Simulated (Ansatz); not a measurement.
## Voigt–Reuss–Hill shear modulus of rock-salt MgO at several levels of theory

No measured value is used here.

```json
[
 {"level (code)": "PBE (Ansatz)", "value (GPa)": "[?]", "cell (Å³/atom)": "9.62"},
 {"level (code)": "PBE-D3(BJ) (Ansatz)", "value (GPa)": "129", "cell (Å³/atom)": "9.31"},
 {"level (code)": "r²SCAN+rVV10 (Ansatz)", "value (GPa)": "138", "cell (Å³/atom)": "9.23"},
 {"level (code)": "r²SCANh (Ansatz)", "value (GPa)": "138", "cell (Å³/atom)": "9.21"},
 {"level (code)": "Hartree–Fock (Ansatz)", "value (GPa)": "147", "cell (Å³/atom)": "9.15"}
]
```

Problem. Some entries are withheld; supply them.

Solution. 
- PBE (Ansatz, a first-principles code), value (GPa): 117

PBE-D3(BJ): the dispersion coefficients are held fixed in the derivatives. Each level is taken at its own relaxed cell. Cutoffs differ between the levels. Ansatz's density-functional and Hartree–Fock values are scalar-relativistic unless marked +SOC, with PAW data made under PBE.
